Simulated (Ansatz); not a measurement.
AlFH (`[F][AlH]`) radical, relaxed with UKS PBE0-D4/def2-TZVP in Ansatz 0.2.0 from a PBE-D4/def2-SVP geometry. The force threshold is 0.005 eV/Å; the program also tests the step.

The species carries charge 0 and has multiplicity 2.

Start:

```xyz
3

F     0.853   -1.021   -0.574
Al    0.152    0.007    0.564
H    -1.005    1.014    0.010
```

```
step  energy (eV)  largest force (eV/Å)  largest move (Å)
   1   -9326.2570                 0.618             0.000
   2   -9326.2680                 0.395             0.022
   3   -9326.2726                 0.020             0.012
   4   -9326.2726                 0.001             0.002
```

End:

```xyz
3

F     0.834   -1.000   -0.566
Al    0.153    0.006    0.560
H    -0.987    0.994    0.005
```

It took 2.5 s on 2 threads of a server CPU on a shared host, with 0.14 GiB of host memory at the peak.
